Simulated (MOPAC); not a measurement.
Job for MOPAC: PM6 on F2 (SMILES FF).

```
PM6 1SCF PRECISE CHARGE=0 THREADS=1
F2

F      0.00000000 1     0.78568800 1     0.00000000 1
F      0.00000000 1     2.20564800 1     0.00000100 1
```

It printed:

```
*******************************************************************************
 **                                                                           **
 **                              MOPAC v23.2.5                                **
 **                                                                           **
 *******************************************************************************
 ** MOPAC's Digital Object Identifier: https://doi.org/10.5281/zenodo.6511958 **
 **                                                                           **
 ** Please cite the open-source release paper for use of this MOPAC version:  **
 ** J. E. Moussa and J. J. P. Stewart (2026)                                  **
 ** MOPAC: An open-source semiempirical molecular orbital program             **
 ** J. Open Source Softw., 11(119), 8025, https://doi.org/10.21105/joss.08025 **
 *******************************************************************************

                              PM6 CALCULATION RESULTS

 *******************************************************************************
 *  PM6        - The PM6 Hamiltonian to be used
 *
 *
 *
 *                 CHARGE ON SYSTEM = 0
 *
 *
 *
 *  PRECISE    - TIGHTER CRITERIA TO BE USED
 *  1SCF       - DO 1 SCF AND THEN STOP
 *  THREADS=1  - MULTI-THREADING NOT USED
 *  T=         - A TIME OF 172800.0 SECONDS REQUESTED
 *  DUMP=N     - RESTART FILE WRITTEN EVERY 7200.0 SECONDS REQUESTED
 *******************************************************************************
PM6 1SCF PRECISE CHARGE=0 THREADS=1
 F2

   ATOM   CHEMICAL          X               Y               Z
  NUMBER   SYMBOL      (ANGSTROMS)     (ANGSTROMS)     (ANGSTROMS)

     1       F          0.00000000  *   0.78568800  *   0.00000000  *
     2       F          0.00000000  *   2.20564800  *   0.00000100  *



          CARTESIAN COORDINATES

    NO.       ATOM           X           Y           Z

     1         F          0.0000      0.7857      0.0000
     2         F          0.0000      2.2056      0.0000

 General Reference for PM6:
 "Optimization of Parameters for Semiempirical Methods V: Modification of NDDO Approximations
 and Application to 70 Elements", J. J. P. Stewart, J. Mol. Mod., 13, 1173-1213 (2007)
 URL: https://link.springer.com/article/10.1007/s00894-007-0233-4

           Empirical Formula: F2  =     2 atoms



      MOLECULAR POINT GROUP   :   D*h


      RHF CALCULATION, NO. OF DOUBLY OCCUPIED LEVELS = 7


 -------------------------------------------------------------------------------
 PM6 1SCF PRECISE CHARGE=0 THREADS=1
 F2



     1SCF WAS SPECIFIED, SO BFGS WAS NOT USED
     SCF FIELD WAS ACHIEVED


                              PM6 CALCULATION
                                                       MOPAC v23.2.5 Linux




          FINAL HEAT OF FORMATION =          0.36330 KCAL/MOL =       1.52004 KJ/MOL


          COSMO AREA              =         52.35 SQUARE ANGSTROMS
          COSMO VOLUME            =         33.93 CUBIC ANGSTROMS

          IONIZATION POTENTIAL    =         15.830795 EV
          HOMO LUMO ENERGIES (EV) =        -15.831 -0.503
          NO. OF FILLED LEVELS    =          7
          MOLECULAR WEIGHT        =         37.9968         POINT GROUP:  D*h

          MOLECULAR DIMENSIONS (Angstroms)

            Atom       Atom       Distance
            F     2    F     1     1.41996
            F     2    F     1     0.00000
            F     1    F     2     0.00000


          SCF CALCULATIONS        =          1





   ATOM   CHEMICAL          X               Y               Z
  NUMBER   SYMBOL      (ANGSTROMS)     (ANGSTROMS)     (ANGSTROMS)

     1       F          0.00000000  *   0.78568800  *   0.00000000  *
     2       F          0.00000000  *   2.20564800  *   0.00000100  *

                             CARTESIAN COORDINATES

   1    F        0.000000000     0.785688000     0.000000000
   2    F        0.000000000     2.205648000     0.000001000


           Empirical Formula: F2  =     2 atoms



      MOLECULAR POINT GROUP   :   D*h


                  EIGENVALUES
 -42.39877 -42.17775 -17.82886 -17.82886 -16.19139 -16.19139 -15.83080  -0.50320


              NET ATOMIC CHARGES AND DIPOLE CONTRIBUTIONS

  ATOM NO.   TYPE          CHARGE      No. of ELECS.   s-Pop       p-Pop
    1          F          -0.000000        7.0000     1.99851     5.00149
    2          F           0.000000        7.0000     1.99851     5.00149
 DIPOLE           X         Y         Z       TOTAL
 POINT-CHG.     0.000     0.000     0.000     0.000
 HYBRID         0.000    -0.000    -0.000     0.000
 SUM            0.000     0.000     0.000     0.000


          ATOMIC ORBITAL ELECTRON POPULATIONS

     Atom    s        px        py        pz
    1  F   1.99851   2.00000   1.00149   2.00000
    2  F   1.99851   2.00000   1.00149   2.00000

 **********************
 *                    *
 * JOB ENDED NORMALLY *
 *                    *
 **********************




 == MOPAC DONE ==
```

The run finished.

Cost: very roughly 0.020 core-seconds.
